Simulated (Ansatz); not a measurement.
Species: C$_{2}$H$_{4}$Cl (charge 0, doublet). It need not be the lowest isomer of its formula. 
Geometry from a B3LYP-D3(BJ)/def2-TZVP (Ansatz, an electronic-structure program) optimisation:
```xyz
7

C      0.1737     0.8729    -0.0003
C      1.5889     0.5374    -0.0162
Cl    -0.8506    -0.6988     0.0079
H     -0.1451     1.3931     0.8974
H     -0.1643     1.3962    -0.8891
H      2.1065     0.3124     0.9055
H      2.0865     0.3157    -0.9496
```
Charge 0, spin multiplicity 2.

Computed values are from Ansatz. Valence correlation only, unless marked. UHF or UKS for open shells. No spin-orbit coupling. No relativistic terms. Basis-set limits of correlation are two-point, X^-3; Hartree-Fock from the larger set. The bracket is a focal-point correction in the basis named.

* **atomisation energy De**: 2436.1 kJ/mol at RI-MP2/CBS(cc-pV(T+d)Z,cc-pV(Q+d)Z)+[CCSD(T)-MP2]/cc-pV(T+d)Z
* **total energy**: -538.2167 Eh at RI-MP2/CBS(cc-pV(T+d)Z,cc-pV(Q+d)Z)+[CCSD(T)-MP2]/cc-pV(T+d)Z
* **dipole moment**: 2.07 D at CCSD(T)/aug-cc-pV(D+d)Z
* **T1 diagnostic**: 0.012 at CCSD/cc-pV(T+d)Z
